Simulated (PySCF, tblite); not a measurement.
Compound: C₂H₄FP.
SMILES: `[H]/P=C(\C)F`

Computed with CAM-B3LYP/def2-SVPD in PySCF (dipole) on a GFN2-xTB geometry, gas phase.

Take the most abundant isotopes and a rigid rotor. 

Question: Give the principal moments of inertia and the rotational constants in MHz.

Answer: Ia = 52.72, Ib = 106.84, Ic = 156.44 u·Å²; 505379 MHz·u·Å²/I gives A = 9586, B = 4730, C = 3231 MHz.

Question: What kind of rotor is it?

Answer: An asymmetric top. Ray's parameter κ = (2B − A − C)/(A − C) = -0.528; −1 is the prolate and +1 the oblate limit.

Question: What does the inertial defect say?

Answer: Not planar: Δ = Ic − Ia − Ib = -3.12 u·Å². For a rigid frame Δ = −2 Σ m c², so Σ m c² = 1.56 u·Å² lies off the ab plane, practically all of it from hydrogen. The atom farthest from that plane is 0.88 Å away.

Question: Give the coordinates in the principal-axis frame, origin at the centre of mass.

Answer: The sense of each axis is arbitrary; atoms in the order of the calculation.
```tsv
atom	mass (u)	a (Å)	b (Å)	c (Å)
C1	12.000	-1.314	-1.177	0.000
C2	12.000	-0.343	-0.052	0.000
F3	18.998	-0.958	1.154	0.000
P4	30.974	1.336	-0.043	0.000
H5	1.008	-1.956	-1.111	-0.880
H6	1.008	-1.955	-1.112	0.880
H7	1.008	-0.799	-2.133	-0.001
H8	1.008	1.446	-1.436	0.001
```

Question: Which types of transition are allowed, and where do some lines up to J = 3 fall?

Answer: The dipole components are |μa| = 0.81 D, |μb| = 2.15 D, |μc| = 0.00 D; the mirror of this Cs structure is the ab plane, so μc vanishes by symmetry and there are no c-type lines. Intensities carry the squares of the components, which stand as 0.14 : 1.00 (a : b). Some lines, for components of 0.1 D or more:

```json
{"type": "a", "branch": "Q", "J(Ka,Kc)": "2(1,1) ← 2(1,2)", "MHz": "4500", "lower level (cm⁻¹)": "0.909"}
{"type": "b", "branch": "Q", "J(Ka,Kc)": "1(1,0) ← 1(0,1)", "MHz": "6355", "lower level (cm⁻¹)": "0.266"}
{"type": "a", "branch": "R", "J(Ka,Kc)": "1(0,1) ← 0(0,0)", "MHz": "7961", "lower level (cm⁻¹)": "0.000"}
{"type": "b", "branch": "Q", "J(Ka,Kc)": "2(1,1) ← 2(0,2)", "MHz": "8152", "lower level (cm⁻¹)": "0.787"}
{"type": "b", "branch": "R", "J(Ka,Kc)": "3(1,2) ← 2(2,1)", "MHz": "11359", "lower level (cm⁻¹)": "1.545"}
{"type": "b", "branch": "R", "J(Ka,Kc)": "1(1,1) ← 0(0,0)", "MHz": "12816", "lower level (cm⁻¹)": "0.000"}
{"type": "a", "branch": "R", "J(Ka,Kc)": "2(0,2) ← 1(0,1)", "MHz": "15625", "lower level (cm⁻¹)": "0.266"}
{"type": "b", "branch": "Q", "J(Ka,Kc)": "2(2,1) ← 2(1,2)", "MHz": "19065", "lower level (cm⁻¹)": "0.909"}
{"type": "b", "branch": "R", "J(Ka,Kc)": "2(1,2) ← 1(0,1)", "MHz": "19277", "lower level (cm⁻¹)": "0.266"}
{"type": "a", "branch": "R", "J(Ka,Kc)": "3(1,3) ← 2(1,2)", "MHz": "21463", "lower level (cm⁻¹)": "0.909"}
{"type": "a", "branch": "R", "J(Ka,Kc)": "3(0,3) ← 2(0,2)", "MHz": "22764", "lower level (cm⁻¹)": "0.787"}
{"type": "a", "branch": "R", "J(Ka,Kc)": "3(2,1) ← 2(2,0)", "MHz": "25001", "lower level (cm⁻¹)": "1.554"}
{"type": "b", "branch": "R", "J(Ka,Kc)": "3(1,3) ← 2(0,2)", "MHz": "25115", "lower level (cm⁻¹)": "0.787"}
{"type": "a", "branch": "R", "J(Ka,Kc)": "3(1,2) ← 2(1,1)", "MHz": "25925", "lower level (cm⁻¹)": "1.059"}
{"type": "b", "branch": "R", "J(Ka,Kc)": "2(2,0) ← 1(1,1)", "MHz": "33784", "lower level (cm⁻¹)": "0.427"}
{"type": "b", "branch": "R", "J(Ka,Kc)": "3(3,1) ← 2(2,0)", "MHz": "51782", "lower level (cm⁻¹)": "1.554"}
{"type": "b", "branch": "R", "J(Ka,Kc)": "3(3,0) ← 2(2,1)", "MHz": "52116", "lower level (cm⁻¹)": "1.545"}
```

Question: Estimate the classical rotational partition function at 10 K, 25 K and 500 K.

Answer: Point group Cs, symmetry number σ = 1; q = (√π/σ)·√((kT/h)³/(ABC)), k/h = 20836.6 MHz/K: 440 at 10 K, 1740 at 25 K, 156000 at 500 K.

Its GFN2-xTB frequencies are all real (lowest 115 cm⁻¹). No vibrational averaging or centrifugal distortion is included, and the geometry carries the error of its method. A rigid rotor knows nothing of internal rotation, which can split or shift real lines.
